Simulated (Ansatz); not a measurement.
# CH3BO+ (doublet): energies up the ladder

Wanted for CH3BO+ (doublet): energies up the ladder. Charge +1. Spin multiplicity 2.

Method: the levels named in each step, in Ansatz 0.2.0.

### 1 Starting point

Bond lengths: B1–C2 1.473 Å, C2–O3 1.142 Å, B1–H4 1.186 Å, B1–H5 1.186 Å, B1–H6 1.189 Å. Angles: B1–C2–O3 179.2°, C2–B1–H4 106.4°, C2–B1–H5 106.4°, C2–B1–H6 105.9°, H4–B1–H5 112.6°, H4–B1–H6 112.4°, H5–B1–H6 112.4°.

Coordinates:

```xyz
6

B    -1.3984    0.0209   -0.0317
C     0.0746    0.0053   -0.0009
O     1.2160   -0.0219    0.0290
H    -1.7280   -0.8524   -0.7633
H    -1.7595   -0.1577    1.0837
H    -1.7038    1.0945   -0.4407
```

### 2 A rough first relaxation, PBE-D4/def2-SVP

Input file input.yaml:

```yaml
crystal:
  periodic: [false, false, false]
  atoms:
    - { symbol: B, position_ang: [-1.39844, 0.02091, -0.03173] }
    - { symbol: C, position_ang: [0.07463, 0.0053, -0.00095] }
    - { symbol: O, position_ang: [1.21601, -0.0219, 0.029] }
    - { symbol: H, position_ang: [-1.728, -0.85239, -0.76328] }
    - { symbol: H, position_ang: [-1.75949, -0.15769, 1.08372] }
    - { symbol: H, position_ang: [-1.70381, 1.09451, -0.44072] }
magnetization:
  spin_polarized: true
  initial_magnetization: 1
total_charge: 1
basis:
  gaussian: { orbitals: def2-SVP }
hamiltonian:
  xc: pbe
  dispersion: d4
relax:
  f_tol: 0.03
  max_steps: 200
```

Started as:

```bash
ansatz run input.yaml --threads 4 --pin off --max-ram 10240MiB --backend cpu --events-out ev --progress --plain --runs-dir out
```

Further steps of the session: Relaxation, PBE0-D4/def2-TZVPP; Frequencies, PBE0-D4/def2-TZVPP; Single point, PBE-D4/def2-TZVPP; Single point, r2SCAN-D4/def2-TZVPP; Single point, B3LYP-D4/def2-TZVPP; Single point, wB97M-V/def2-TZVPP; Single point, B2PLYP/def2-TZVPP; Single point, LDA/def2-TZVPP; Single point, PBE0-D4/def2-SVP; Single point, PBE-D4/def2-SVP; Single point, CCSD(T)/def2-TZVPP; Single point, CCSD(T)/def2-QZVPP.

Q: Predict the outcome of this session. Wanted: B1–C2 at PBE0-D4/def2-TZVPP; C2–O3 at PBE0-D4/def2-TZVPP; frequencies at PBE0-D4/def2-TZVPP; energy at CCSD(T)/CBS.

As calculated:

| quantity | value |
| --- | --- |
| B1–C2 at PBE0-D4/def2-TZVPP | 1.519 Å |
| C2–O3 at PBE0-D4/def2-TZVPP | 1.115 Å |
| frequencies at PBE0-D4/def2-TZVPP | 327 to 2787 cm⁻¹ |
| energy at CCSD(T)/CBS | -3793.430 eV |

**Reading.** No mode is imaginary, so the geometry is a minimum. These totals serve in differences with atoms or fragments at the same level; alone they don't rank the methods.
